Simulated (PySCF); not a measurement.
**`F[C@@H]1CS[C@@H]1F`, C3H4F2S**

Geometry:
```csv
atom,x (Å),y (Å),z (Å)
F1,0.445,0.430,-1.763
C2,0.111,0.546,-0.447
C3,1.066,-0.143,0.523
S4,-0.342,-0.705,1.554
C5,-1.142,-0.239,-0.028
F6,-1.385,-1.316,-0.814
H7,-0.009,1.614,-0.237
H8,1.571,-0.995,0.071
H9,1.772,0.496,1.044
H10,-2.078,0.315,0.073
```

Level of theory: TDDFT wB97X-D/aug-cc-pVDZ circular dichroism and optical rotation, one conformer, gas phase (PySCF 2.14.0). Geometry: GFN2-xTB.

(1) Draw the ECD and absorption spectra from the lowest 16 states, each a Gaussian of half-width 0.35 eV at 1/e height.

## Answers

(1) 
```csv
E (eV),λ (nm),Δε (L mol⁻¹ cm⁻¹),ε (L mol⁻¹ cm⁻¹)
4.65,267,+0.18,4.15
4.80,258,+0.52,11.7
4.95,251,+1.02,23
5.10,243,+1.38,31.3
5.25,236,+1.30,29.4
5.40,230,+0.85,19.3
5.55,223,+0.38,9.73
5.70,218,+0.09,11.9
5.85,212,-0.13,54.8
6.00,207,-0.64,224
6.15,202,-1.89,649
6.30,197,-3.89,1340
6.45,192,-5.75,1980
6.60,188,-5.99,2150
6.75,184,-3.68,1830
6.90,180,+1.50,1520
7.05,176,+9.06,1740
7.20,172,+15.99,2480
7.35,169,+17.25,3280
7.50,165,+11.82,3740
7.65,162,+5.52,3790
7.80,159,+4.72,3620
7.95,156,+10.04,3840
8.10,153,+16.34,4920
8.25,150,+16.96,6340
8.40,148,+10.74,6930
8.55,145,+4.47,6290
8.70,143,+4.19,4910
```
Δε uses R in velocity form, ε uses f in length form. Only the states computed contribute, so the short-wavelength end is incomplete.
